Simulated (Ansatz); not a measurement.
# [NH$_{2}$···H···S], triplet in cc-pVDZ: errors against UCCSDT(Q)

Geometry: a point of a hydrogen-transfer path between rigid fragments, not a stationary point.

```yaml
atoms:
  - { symbol: N, position_ang: [-1.9790, -0.0116, -0.0181] }
  - { symbol: H, position_ang: [-2.2763, 0.9562, -0.0181] }
  - { symbol: H, position_ang: [-2.2763, -0.4139, 0.8622] }
  - { symbol: H, position_ang: [-0.9666, -0.0116, -0.0181] }
  - { symbol: S, position_ang: [1.0380, -0.0116, -0.0181] }
```

Basis cc-pVDZ; Ansatz 0.2.0. Correlated methods freeze the noble-gas cores, which leaves 14 electrons in 41 orbitals. R marks a restricted (for open shells ROHF) determinant, U an unrestricted one. Active spaces: valence = (14e, 11o) chosen from the atoms' valence shells.

Full CI isn't at hand for all of this; UCCSDT(Q) serves as the reference, and is uncertain by about the last step of the cluster series. The frozen core follows each run's orbitals, which can shift R against U totals by a few meV.

The UHF ⟨S²⟩ is 2.009, the T1 diagnostic (RCCSD) is 0.0138 and the largest doubles amplitude (RCCSD) is 0.044. The T1 diagnostic (UCCSD) is 0.0102.

Problem. From what is known of these methods and the diagnostics, rank them by the size of their error in total energy against UCCSDT(Q) in cc-pVDZ, smallest first (an estimate: the text doesn't fix the numbers).
A. UMP2
B. RCCSDT(Q)
C. BCCD(T)
D. UCCSDT
E. UCCSD

Solution. B (0.01 kcal/mol), D (0.30 kcal/mol), C (0.68 kcal/mol), E (4.20 kcal/mol), A (25.78 kcal/mol).

All errors are against UCCSDT(Q) in cc-pVDZ. Within each family the higher level lies nearer, as is usual though not guaranteed.

Natural occupations of CASSCF (valence space) about the gap: 1.980 1.978 1.978 1.001 1.000 0.022 0.021 0.021; effectively unpaired electrons, Σ n²(2−n)², 2.01.
